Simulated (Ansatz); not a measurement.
Relaxation of BH5N (7 atoms, charge 0, multiplicity 2), to a largest force component of 0.03 eV/Å in at most 50 steps.

The calculation used UKS PBE-D4/def2-mTZVP (Ansatz).

```xyz
7
Properties=species:S:1:pos:R:3
B 0.011 -0.309 -0.469
H -0.069 -0.273 1.923
N 1.295 -0.049 -0.904
H 2.063 -0.710 -0.811
H 1.586 0.826 -1.345
H -0.915 0.452 -0.556
H -0.058 0.063 2.552
```

Task: Where does it end, and by what steps?

Result: The run converged. After 7 steps the energy has fallen by 0.045 eV; H7 moved furthest, 0.38 Å.

```tsv
step	energy less start (eV)	largest force component (eV/Å)	accepted
0	0.0000	1.435	yes
1	-0.0420	0.117	yes
2	-0.0430	0.036	yes
3	-0.0435	0.047	yes
4	-0.0439	0.041	yes
5	-0.0442	0.072	yes
6	-0.0444	0.031	yes
7	-0.0445	0.016	yes
```

```xyz
7
Properties=species:S:1:pos:R:3
B 0.054 -0.260 -0.545
H -0.143 -0.278 2.204
N 1.330 -0.037 -1.027
H 2.106 -0.681 -0.879
H 1.607 0.787 -1.568
H -0.881 0.475 -0.702
H -0.158 -0.005 2.907
```

Whether the end is a true minimum wasn't checked by a vibrational analysis.

The run took 11 s on 1 thread of Arm Neoverse V2 (shared host), peak memory 0.12 GiB.
